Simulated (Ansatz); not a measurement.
System: CH2, charge 1, doublet. CH2+ (parent SMILES [CH2], doublet).
B3LYP-D3(BJ)/def2-TZVP minimum from Ansatz (a first-principles code):
```xyz
3

C      0.0907     0.0000     0.0000
H     -0.2722     0.0000    -1.0355
H     -0.2722     0.0000     1.0355
```
Charge +1, spin multiplicity 2.

Total energies in aug-cc-pVQZ, 5 correlated electrons, 1 frozen orbitals. Radicals and triplets start from unrestricted determinants; spin-orbit coupling is neglected. Cores are frozen in correlated methods. No relativity.

| method | program | energy (Eh) | minus CCSDT(Q) (mEh) |
|---|---|---|---|
| HF | Ansatz | -38.58361 | 123.93 |
| MP2 | Ansatz | -38.68631 | 21.23 |
| CCSD | Ansatz | -38.70467 | 2.87 |
| CCSD(T) | Ansatz | -38.70710 | 0.44 |
| CCSDT(Q) | Ansatz | -38.70754 | 0.00 |

Rough core times of Ansatz's runs on a shared machine: CCSD(T) 70 s, CCSDT(Q) 60 min.
